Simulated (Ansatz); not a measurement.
Rock-salt HfC was calculated with r²SCAN (PAW; Ansatz, a first-principles code).

Settings: plane-wave cutoff 600 eV, 16×16×16 k mesh, Fermi–Dirac smearing 0.1 eV, finite displacements, force constants from a 4×4×4 q mesh, scalar-relativistic PAW data made under PBE.

Q: Predict the TO(Γ) frequency and zero-point energy.

A: 
* **TO(Γ) frequency**: 423 cm⁻¹
* **zero-point energy**: 0.067 eV/atom

Spin–orbit coupling is not included.

Cost on a shared machine: about 3 core-hours (a rough figure).
